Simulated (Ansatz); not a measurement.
BaH: from a trial structure to a relaxed crystal

Level of theory: DFT PBE, scalar-relativistic, plane waves, PAW in Ansatz. Cutoff 420 eV, Γ-centred k mesh, Gaussian smearing, no spin polarisation in the final step.

BaH was placed on the GeS structure type (Pnma, No. 62), with Ba in place of Ge, H in place of S, at a guessed volume.

```yaml
crystal:
  lattice:
    - [10.81113, 0.00000, 0.00000]
    - [0.00000, 3.77975, 0.00000]
    - [0.00000, 0.00000, 4.45286]
  atoms:
    - { symbol: Ba, position: [0.12100, 0.25000, 0.10600] }
    - { symbol: Ba, position: [0.87900, 0.75000, 0.89400] }
    - { symbol: Ba, position: [0.37900, 0.75000, 0.60600] }
    - { symbol: Ba, position: [0.62100, 0.25000, 0.39400] }
    - { symbol: H, position: [0.85200, 0.25000, 0.50300] }
    - { symbol: H, position: [0.14800, 0.75000, 0.49700] }
    - { symbol: H, position: [0.64800, 0.75000, 0.00300] }
    - { symbol: H, position: [0.35200, 0.25000, 0.99700] }
```

Steps on the 2×4×4 mesh (8 atoms). 9 of 9 steps are shown, and the free energy counts from the last. Trial steps that were taken back and renewals of the plane-wave basis can be among the rows.

```
step  ΔF (meV/atom) V (Å³/atom) P (GPa) largest force component (eV/Å)
   1          269.3        22.74     2.97                           0.535
   2          174.4        24.13     1.95                           0.439
   3          116.0        25.49     0.21                           0.425
   4           75.7        25.62    -0.18                           0.352
   5           40.4        25.30    -0.31                           0.267
   6           16.5        24.76    -0.05                           0.165
   7            3.6        24.59     0.00                           0.067
   8            1.0        24.54     0.02                           0.004
   9            0.0        24.54     0.05                           0.004
```

The cell was then made exact in the group found at 0.06 Å. A final relaxation ran on a 20×20×20 mesh. The relaxed crystal, Fm-3m (No. 225):

```
Ba H
1.0
     0.00000    2.90379    2.90379
     2.90379    0.00000    2.90379
     2.90379    2.90379    0.00000
Ba H
1 1
Direct
  0.00000 0.00000 0.00000
  0.50000 0.50000 0.50000
```

```
Volume per atom          : 24.48 Å³
Density                  : 4.69 g/cm³
Energy over the elements : -0.26 eV/atom
Gap on the 20×20×20 mesh : 0 eV (a metal)
```

Formation energies are uncorrected and refer to the elements' standard structures at the same level (H₂ as a molecule).

The final run used a 20×20×20 mesh on its 2-atom cell and 0.10 eV smearing. For metals, differences of a few meV/atom aren't resolved.

A structure relaxed within its symmetry needn't be a true minimum.

Cost: 3 runs of about 3.3 core-minutes in all, on Arm Neoverse V1 (shared hosts).